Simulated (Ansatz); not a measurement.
A calculation with Ansatz (development build ahead of 0.2.0).

```yaml
crystal:
  periodic: [false, false, false]
  atoms:
    - { symbol: Cl, position_ang: [-1.02599, 0.07241, 1.95142] }
    - { symbol: Mg, position_ang: [0.00396, 0.02341, 0.01103] }
    - { symbol: Cl, position_ang: [1.03432, -0.02571, -1.92911] }
basis:
  gaussian: { orbitals: def2-TZVP }
magnetization:
  spin_polarized: true
  initial_magnetization: 2
hamiltonian:
  xc: hf
output:
  forces: true
```

The input is written out in the form of the current development build from the run's settings.

The run gave:

```yaml
Converged: yes
Total_energy: -1118.59513 hartree
Spin_squared_of_the_determinant: 2.012
Stability_test: minimum
```

Forces (eV/Å):
```
atom      Fx      Fy      Fz
 Cl1  -1.767   0.084   3.330
 Mg2   1.517  -0.072  -2.860
 Cl3   0.250  -0.012  -0.470
```

Caution: another spin multiplicity may lie lower; the determinant breaks the point group.
